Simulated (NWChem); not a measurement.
System: fluorine (F$_{2}$); SMILES FF

NWChem input:

```
start job
memory heap 200 mb stack 900 mb global 1100 mb
geometry units angstroms noautosym nocenter noautoz
  F      0.000000     0.000000     0.688226
  F      0.000000     0.000000    -0.688226
end
basis spherical
  F library d-aug-cc-pvdz
end
dft
  xc b3lyp
  iterations 150
end
property
  response 1 0.0
end
task dft property
```

Excerpt of the output:

```
             Northwest Computational Chemistry Package (NWChem) 7.3.0
             --------------------------------------------------------

                             Geometry "geometry" -> ""
                             -------------------------

 Output coordinates in angstroms (scale by  1.889725989 to convert to a.u.)

  No.       Tag          Charge          X              Y              Z
 ---- ---------------- ---------- -------------- -------------- --------------
    1 F                    9.0000     0.00000000     0.00000000     0.68822600
    2 F                    9.0000     0.00000000     0.00000000    -0.68822600

 Effective nuclear repulsion energy (a.u.)      31.1404663359

                              NWChem Property Module
                              ----------------------

                                 NWChem DFT Module
                                 -----------------

 Summary of "ao basis" -> "ao basis" (spherical)
 ------------------------------------------------------------------------------
       Tag                 Description            Shells   Functions and Types
 ---------------- ------------------------------  ------  ---------------------
 F                       d-aug-cc-pvdz              12       32   5s4p3d

            General Information
            -------------------
          SCF calculation type: DFT
          Wavefunction type:  closed shell.
          No. of atoms     :     2
          No. of electrons :    18
           Alpha electrons :     9
            Beta electrons :     9
          Charge           :     0
          Spin multiplicity:     1
          Use of symmetry is: off; symmetry adaption is: off
          Maximum number of iterations: 150
          AO basis - number of functions:    64
                     number of shells:    24
          Convergence on energy requested:  1.00D-06
          Convergence on density requested:  1.00D-05
          Convergence on gradient requested:  5.00D-04

              XC Information
              --------------
                         B3LYP Method XC Potential
                     Hartree-Fock (Exact) Exchange  0.200
                        Slater Exchange Functional  0.800 local
                    Becke 1988 Exchange Functional  0.720 non-local
              Lee-Yang-Parr Correlation Functional  0.810
                  VWN I RPA Correlation Functional  0.190 local

             Grid Information
             ----------------
          Grid used for XC integration:  medium
          Radial quadrature: Mura-Knowles
          Angular quadrature: Lebedev.
          Tag              B.-S. Rad. Rad. Pts. Rad. Cut. Ang. Pts.
          ---              ---------- --------- --------- ---------
          F                   0.50       49          13.0       434
          Grid pruning is: on
          Number of quadrature shells:    98
          Spatial weights used:  Erf1

      Superposition of Atomic Density Guess
      -------------------------------------

 Sum of atomic energies:        -198.77719471

      Non-variational initial energy
      ------------------------------

 Total energy =    -198.594049
 1-e energy   =    -340.461963
 2-e energy   =     110.727447
 HOMO         =      -0.489223
 LUMO         =      -0.167476

   convergence    iter        energy       DeltaE   RMS-Dens  Diis-err
 ---------------- ----- ----------------- --------- --------- ---------
 d= 0,ls=0.0,diis     1   -199.5047796170 -2.31D+02  8.51D-03  4.58D-01
 d= 0,ls=0.0,diis     2   -199.5187098871 -1.39D-02  2.96D-03  2.21D-01
 d= 0,ls=0.0,diis     3   -199.5350205431 -1.63D-02  5.63D-04  6.29D-03
 d= 0,ls=0.0,diis     4   -199.5354883381 -4.68D-04  1.50D-04  2.97D-04
 d= 0,ls=0.0,diis     5   -199.5355101367 -2.18D-05  6.16D-06  5.46D-07
 d= 0,ls=0.0,diis     6   -199.5355101741 -3.74D-08  1.47D-07  4.01D-10

         Total DFT energy =     -199.535510174082
      One electron energy =     -339.858681363036
           Coulomb energy =      129.937082323293
    Exchange-Corr. energy =      -20.754377470234
 Nuclear repulsion energy =       31.140466335895

 Numeric. integr. density =       18.000001115132

                       DFT Final Molecular Orbital Analysis
                       ------------------------------------

 Vector    7  Occ=2.000000D+00  E=-5.590929D-01
              MO Center=  7.5D-11, -7.8D-11, -8.5D-09, r^2= 8.9D-01
   Bfn.  Coefficient  Atom+Function         Bfn.  Coefficient  Atom+Function
  ----- ------------  ---------------      ----- ------------  ---------------
     7     -0.339489  1 F  py                39     -0.339489  2 F  py
     6      0.323046  1 F  px                38      0.323046  2 F  px
    10     -0.201402  1 F  py                42     -0.201402  2 F  py
     9      0.191647  1 F  px                41      0.191647  2 F  px
    13     -0.025225  1 F  py                45     -0.025225  2 F  py

[...]

 DFT Linear Response polarizability / au
 Frequency  =       0.0000000 / au
              X              Y              Z
 -----------------------------------------------
 X       6.5186931     -0.0000000      0.0000000
 Y      -0.0000000      6.5186931     -0.0000000
 Z       0.0000000     -0.0000000     12.3316146
 -----------------------------------------------
 Eigenvalues =       6.5186931      6.5186931     12.3316146
 Isotropic   =       8.4563336
 Anisotropic =       5.8129214
 -----------------------------------------------

 Magnetic Dipole Response Matrix (nonzero elements):

 Exiting AOResponse driver routine
```

Level: B3LYP/d-aug-cc-pVDZ. Geometry: optimised at PBE0/def2-SVP.
